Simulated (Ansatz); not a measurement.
Input file:

```yaml
crystal:
  periodic: [false, false, false]
  atoms:
    - {symbol: Ga, position_ang: [0.000011, -0.274849, 2.291206]}
    - {symbol: B, position_ang: [-0.000037, -0.297198, 0.062683]}
    - {symbol: P, position_ang: [0.000017, -0.321389, -1.646823]}
    - {symbol: H, position_ang: [0.000009, 0.893437, -0.707065]}
basis:
  gaussian: {orbitals: cc-pVDZ}
magnetization: {spin_polarized: true, initial_magnetization: 2}
hamiltonian: {pseudopotentials: {relativity: scalar}}
correlation: {method: ccsd, electrons: valence}
accuracy: high
```

```sh
$ ansatz run in.yaml --threads 1 --pin off --events-out ev --progress --plain --max-ram 2393MiB
```

Output:

```
1331 factors; integrals over basis functions are off by at most 4.4e-9 eV
mean field evaluation 1: about -62715.9197 eV, gradient 1.2e1 eV
mean field evaluation 2: about -62715.9589 eV, gradient 1.2e1 eV
mean field evaluation 4: about -62718.0657 eV, gradient 3.0e0 eV
mean field evaluation 8: about -62718.8123 eV, gradient 7.0e-1 eV
mean field evaluation 16: about -62718.8843 eV, gradient 6.5e-2 eV
mean field evaluation 32: about -62718.5079 eV, gradient 1.5e0 eV
mean field evaluation 64: about -62718.8849 eV, gradient 6.2e-6 eV
mean field evaluation 96: about -62718.8846 eV, gradient 7.8e-2 eV
mean field evaluation 128: about -62718.7971 eV, gradient 3.4e-4 eV
mean field evaluation 160: about -62716.7435 eV, gradient 9.2e0 eV
...
cycle  10  -7.52753882 eV  change   -1.5e-8 eV  update   4.0e-8
cycle  11  -7.52753886 eV  change   -3.3e-8 eV  update   2.0e-8
cycle  12  -7.52753887 eV  change   -1.4e-8 eV  update   1.3e-8
cycle  13  -7.52753888 eV  change   -9.5e-9 eV  update   8.7e-9
cycle  14  -7.52753888 eV  change   -3.9e-9 eV  update   6.6e-9
cycle  15  -7.52753889 eV  change   -1.1e-9 eV  update   5.9e-9
cycle  16  -7.52753889 eV  change   -1.1e-9 eV  update   5.6e-9
cycle  17  -7.52753889 eV  change  -8.9e-11 eV  update   4.9e-9
cycle  18  -7.52753889 eV  change    1.2e-9 eV  update   3.5e-9
cycle  19  -7.52753888 eV  change   4.7e-10 eV  update   1.7e-9
Total energy: -62726.41247341 eV, -2305.1531409084 hartree
Relativity: scalar
```

Ran on 1 thread of Arm Neoverse V1, shared host: 83 s wall, 0.32 GiB peak host memory.
